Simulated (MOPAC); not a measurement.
MOPAC input (PM6):

```
PM6 FORCE THERMO(298,298) PRECISE LET CHARGE=1 GEO-OK AUX(PRECISION=9) THREADS=1
CH6N

C     0.02553714 1    0.77826638 1   -0.00158411 1
N    -0.02381403 1   -0.72576341 1    0.00147737 1
H    -0.99128710 1    1.22902978 1   -0.00289792 1
H    -0.52020559 1   -1.07635978 1    0.84072484 1
H    -0.51955468 1   -1.07978971 1   -0.83672501 1
H     0.55413487 1    1.18012931 1    0.89073873 1
H     0.55482791 1    1.17647779 1   -0.89512186 1
H     0.93205192 1   -1.12572136 1    0.00266344 1
```

### Question
Which zero-point energy does it print?

### Answer
43.01 kcal/mol, from the harmonic wavenumbers of PM6.
